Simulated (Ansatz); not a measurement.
# Cost against result

The pair of HF (SMILES F, atoms 1–2) and SO$_{2}$ (SMILES O=S=O, atoms 3–5), both closed shells, in one local arrangement (a lower one may exist), relaxed at PBE0-D4/def2-TZVP:

```
5
angstrom
F -0.6305 0.1692 -2.3358
H -0.5430 0.4172 -1.4451
O -0.1523 0.4822 0.3564
S 0.5310 -0.5994 1.0142
O 0.7947 -0.4692 2.4104
```

Interaction energies are counterpoise-corrected; the time is that of the whole pair.

Computed with Ansatz 0.2.0 (basis: as named in each row); correlated methods freeze the cores. B3LYP uses VWN-RPA correlation. Extrapolation: Hartree–Fock as exp(−7.88 √X), correlation as X^−2.97.

Times are rough, for one single point on 2 threads of a shared host (Intel Xeon 6975P-C).

The estimate by CCSD(T) at an estimated basis limit (MP2 extrapolated from triple and quadruple zeta, plus CCSD(T) − MP2 in triple zeta) is -0.188 eV.

```tsv
method	basis	time (s)	interaction energy (eV)	method less estimate
HF	STO-3G	under 1	-0.030	0.158
PBE-D4	STO-3G	under 1	-0.157	0.031
SPW92	def2-SVP	under 1	-0.296	-0.108
PBE-D4	def2-SVP	under 1	-0.197	-0.009
B3LYP-D4	6-31G	under 1	-0.265	-0.077
PBE0-D4	def2-SVP	under 1	-0.210	-0.022
CCSD(T)	def2-SVP	under 1	-0.152	0.036
PBE-D4	def2-TZVPPD	under 1	-0.199	-0.011
revPBE-D4	def2-TZVPPD	under 1	-0.164	0.024
BLYP-D4	def2-TZVPPD	1	-0.189	-0.001
wB97M-V	def2-SVP	1	-0.206	-0.019
PBE0-D4	def2-TZVPPD	1	-0.204	-0.016
r2SCAN-D4	def2-TZVPPD	2	-0.201	-0.013
B3LYP-D4	def2-TZVPPD	2	-0.206	-0.018
HSE06-D4	def2-TZVPPD	2	-0.203	-0.015
B2PLYP	def2-TZVPPD	2	-0.175	0.013
wB97X-V	def2-TZVPPD	3	-0.196	-0.008
B97M-V	def2-TZVPPD	3	-0.195	-0.007
wB97M-V	def2-TZVPPD	3	-0.198	-0.010
MP2	def2-QZVPPD	7	-0.172	0.016
CCSD(T)	def2-TZVPPD	22	-0.172	0.016
```

T1 diagnostic: at most 0.022. The restricted Hartree–Fock reference is unstable towards an unrestricted one at one or more of these structures.
